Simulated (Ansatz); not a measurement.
The first iterations of a band of BH4N + H2O (9 atoms, charge 0, multiplicity 1).

These are results of Ansatz 0.2.0, RKS PBE0-D4/6-31G*, not measurements.

```yaml
movable_images: 1
climbing_image: yes
spring: 5.0 eV/Å²
optimiser: quadratic models (default)
start_path: through a guess of the saddle point
force_threshold: 0.05 eV/Å
iteration_limit: 60
end_points: relaxed
```

Image 0:

```xyz
9
Properties=species:S:1:pos:R:3
B 0.073 -0.313 0.305
N 0.086 -0.373 1.702
H -0.736 -0.555 2.259
H 0.939 -0.356 2.243
H 1.109 -0.187 -0.281
H -0.981 -0.407 -0.260
O -0.434 2.578 0.597
H -1.281 2.341 0.200
H -0.285 1.872 1.242
```

Image 2:

```xyz
9
Properties=species:S:1:pos:R:3
B -0.100 0.488 0.152
N 0.092 0.152 1.809
H -0.799 0.145 2.302
H 0.561 -0.737 1.971
H 1.042 0.355 -0.250
H -0.872 -0.385 -0.216
O -0.575 1.838 0.110
H -1.516 1.846 -0.082
H 0.659 0.896 2.212
```

| iteration | highest image above the first end (eV) | largest band force component (eV/Å) |
| --- | --- | --- |
| 1 | 2.616 | 4.241 |
| 2 | 1.242 | 2.346 |
| 3 | 0.386 | 1.426 |
| 4 | 0.000 | 0.797 |
| 5 | 0.000 | 1.041 |

**Question.** Does the band converge within its limit, and where does its top end?

**Answer.** It converged. It ended after 16 iterations with the highest image 0.329 eV above the first end. Another band between the same ends (7 images) ends at a top of the same energy, where a vibrational analysis finds 1 clearly imaginary mode. So few images can step over the top or miss a turn of the path. The orbitals stay closed-shell, which can raise the energy where a bond breaks towards radicals; this wasn't checked here.

Time of the run: 29 s on 1 thread of Arm Neoverse V1, with other jobs on the host, peak memory 0.11 GiB.
